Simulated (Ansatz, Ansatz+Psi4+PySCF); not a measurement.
```yaml
atoms:
  - { symbol: C, position_ang: [-0.6321, 0.0000, 0.0000] }
  - { symbol: F, position_ang: [0.7491, 0.0000, 0.0000] }
  - { symbol: H, position_ang: [-0.9832, -0.3385, 0.9726] }
  - { symbol: H, position_ang: [-0.9832, 1.0115, -0.1932] }
  - { symbol: H, position_ang: [-0.9832, -0.6731, -0.7794] }
```

Basis set: cc-pVTZ (spherical functions). Left uncorrelated: 2 orbitals. Charge 0, multiplicity 1.

Computed with Ansatz (development build ahead of 0.2.0); each method stands on the lowest determinant of its kind that the runs found. Restricted open shells among the atoms or ions are ROHF, correlated in semicanonical orbitals with singles.

The atomization energy at this shape (free ground-state atoms in the same class of orbitals less the molecule, no zero-point energy) of singlet CH3F:

```
 method  atomization energy
RHF-MP2     417.35 kcal/mol
```

What does RHF-CCSD(T) give?

412.57 kcal/mol.
